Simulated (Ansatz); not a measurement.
Basis-set extrapolation for C2HF2N (`FC1=C(F)N1`) (PBE0-D4/def2-TZVP geometry, frozen core, Ansatz 0.2.0). Multiplicity 1, RHF reference.

```csv
,def2-TZVPP,def2-QZVPP
HF,-329.594037,-329.608619
MP2 correlation,-1.003936,-1.086057
CCSD(T) correlation,-1.051293,not run
```

Energies in hartree. Use E(X) = E(∞) + A·exp(−7.88·√X) for Hartree–Fock and E(X) = E(∞) + B·X^(−2.97) for correlation, with X = 3 and 4, and add CCSD(T) minus MP2 of the smaller set to the MP2 limit.

**Question.** What is the CCSD(T) energy at the basis-set limit?

**Answer.** HF limit: -329.608619 + (-0.014582) × 0.13774 = -329.61063. MP2 limit: -1.086057 + (-0.082121) × 0.74074 = -1.14689. Higher-order term: -1.051293 − (-1.003936) = -0.04736. Total: -330.80488 hartree, 100.1 kcal/mol below CCSD(T)/def2-TZVPP.
